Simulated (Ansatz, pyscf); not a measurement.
HO–B(OH)–F -> O=B–OH + hydrogen fluoride (HF), an elimination on the singlet surface: B–F, H–O broken, F–H formed. Structures and frequencies: ωB97X-D3(BJ)/def2-SVP in PySCF. Wave-function energies: Ansatz (an electronic-structure program), frozen core, RHF or UHF references. In kcal/mol, from the reactant's lowest minimum found.

Cost: rough CPU time of the saddle's run relative to CCSD(T)/cc-pV(D+d)Z, from one job on a shared machine, with the HF step and its search for lower states.

| level | barrier | reaction energy | cost |
|---|---|---|---|
| PBE/def2-TZVP | 56.30 | +56.27 | – |
| PBE0-D3(BJ)/def2-TZVP | 62.51 | +60.94 | – |
| CCSD(T)/cc-pV(D+d)Z | 61.85 | +57.35 | 1 |
| CCSDT(Q)/cc-pV(D+d)Z | 61.52 | +57.02 | 200 |
| CCSD(T)/cc-pV(T+d)Z | 64.97 | +59.60 | 13 |
| CCSD(T)/cc-pV(Q+d)Z | 64.88 | +58.39 | – |

In cc-pV(D+d)Z, going from CCSD(T) to CCSDT(Q) shifts the barrier by -0.33 and the reaction energy by -0.33 kcal/mol. With HF in the quadruple-zeta basis and the correlation energy extrapolated as X⁻³ from X = 3, 4, CCSD(T) gives 64.77 and +58.21; adding the double-zeta shift gives ΔE‡ = 64.44 and ΔE = +57.88 kcal/mol, without core correlation, relativity or geometry relaxation at these levels. On the product side the descent ends in a bound adduct, 9.02 kcal/mol under the separated species and 12.76 kcal/mol under the saddle at ωB97X-D3(BJ)/def2-TZVP. One saddle was located; it need not be the lowest between these sides.
